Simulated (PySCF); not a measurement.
C₂H₆OS: calculation and literature

Structure with atom numbers: `[CH3:1][S:2]([CH3:3])=[O:4]`; H(Xn) means a hydrogen on atom n.

Measured values that the calculation should reproduce: δ ¹³C C1/C3 39.4; δ ¹H H(C1)/H(C3) 2.71 ppm (measured; solution, D2O, 298 K; Fulmer et al., Organometallics 2010, 29, 2176).
δ ¹³C C1/C3 41.2; δ ¹H H(C1)/H(C3) 2.52 ppm (measured; solution, acetone-d6, 298 K; Fulmer et al., Organometallics 2010, 29, 2176).

- PBE0-D3(BJ)/def2-SVP geometry
- PBE0/pcSseg-1 with gauge-including orbitals
- program: PySCF 2.14
- single conformer, no relativistic terms, equivalent nuclei averaged, isolated molecule

Q: How close does the calculation come?

A: 
Reference values: measured (solution, D2O, 298 K; Fulmer et al., Organometallics 2010, 29, 2176).
| atoms | quantity | reference | computed | computed, scaled |
| --- | --- | --- | --- | --- |
| C1/C3 | δ ¹³C | 39.4 | 44.4 | 42.5 |
| H(C1)/H(C3) | δ ¹H | 2.71 | 2.19 | 2.29 |

Reference values: measured (solution, acetone-d6, 298 K; Fulmer et al., Organometallics 2010, 29, 2176).
```
      atoms  quantity  reference  computed  computed, scaled
      C1/C3     δ ¹³C       41.2      44.4              42.5
H(C1)/H(C3)      δ ¹H       2.52      2.19              2.29
```

Computed shifts are σ(ref) − σ with the named reference compound (TMS for H and C) calculated as an isolated molecule at the same level. The measured values may be among those fitted. Expected solution values come from regression of measured δ (H and C: mostly CDCl3, vs TMS) on computed σ: ¹H: δ = 29.85 − 0.948σ (rms 0.21 ppm, 133 shifts); ¹³C: δ = 178.46 − 0.972σ (rms 2.0 ppm, 209 shifts, 2.2 ppm with the 3 outliers that the fit left out). Occasional misses reach two or three times the rms, and more in compound classes unlike the fitted ones.

Q: How far are the unscaled ¹³C shifts from the references?

A: Mean signed difference +4.10 ppm, mean absolute 4.10 ppm over 2 comparisons; the largest is +5.0 ppm at C1/C3 (methyl carbon bonded to S).

Q: How far are the unscaled ¹H shifts from the references?

A: Mean signed difference -0.43 ppm, mean absolute 0.43 ppm over 2 comparisons; the largest is -0.52 ppm at H(C1)/H(C3) (hydrogen on a methyl carbon bonded to S).

4 of the 29 published NMR values on file for this molecule are compared. The rest: values from further sources, protons in aromatic solvents.
